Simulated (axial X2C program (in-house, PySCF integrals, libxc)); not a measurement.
Low determinants of AlCl⁻ at the PBE0 level, spin-free

Computed with an in-house relativistic program for diatomic molecules. Spin-free means the one-electron spin-free X2C Hamiltonian. Basis: Cl dyall-av3z [9s8p3d2f], Al dyall-av3z [9s9p3d2f] (cores contracted in-house); Gaussian nuclei, density fitting, unrestricted open shells. Masses: Cl 34.969 u, Al 26.982 u.

Search at 2.250 Å (vertical energies from the lowest determinant):

```tsv
ΔE (eV)	state	electrons beyond evenly filled partner blocks	electrons in σ, π, δ, φ
0.00	M_S = 1/2, Λ = 1	π+α	18 13 0 0
0.63	M_S = 1/2, Λ = 0	σα	19 12 0 0
2.19	M_S = 3/2, Λ = 0	σα, π+α, π-α	17 14 0 0
2.49	M_S = 1/2, Λ = 2	δ+α	18 12 1 0
3.35	M_S = 1/2, Λ = 0	σβ, π+α, π-α	17 14 0 0
3.39	M_S = 3/2, Λ = 1	2 × σα, π+α	18 13 0 0
```

Lowest determinant, M_S = 1/2, Λ = 1 (beyond evenly filled blocks: π+α): Re = 2.277 Å, ωe = 343.6 cm⁻¹.

The determinant in row 2 of the search, M_S = 1/2, Λ = 0 (beyond evenly filled blocks: σα), was followed along the bond at PBE0; measured from the minimum of the lowest determinant it gives:

Te = 0.612 eV (4936 cm⁻¹), Re = 2.187 Å, ωe = 401.3 cm⁻¹.

Q: Compare the bond of the determinant in row 2 with that of the lowest one.

A: At PBE0 its Re is 0.090 Å shorter and its force constant, which goes as ωe², is 1.36 times that of the lowest determinant. T0 ≈ Te + Δωe/2 = 4936 + (29) = 4965 cm⁻¹.

The search compares states at one distance, so a state with another bond length can lie lower; it is not exhaustive and yields mostly the lowest determinant of each block pattern, so other components and higher states of one pattern are missing. These are energies of single determinants, not of spin-adapted states; PBE0 term energies can be off by some tenths of an eV, and the functional has no current term. For an anion, determinants above electron detachment are held by the basis set. Row 1 has a positive highest level at its minimum. Row 2 has a positive highest level at its minimum.
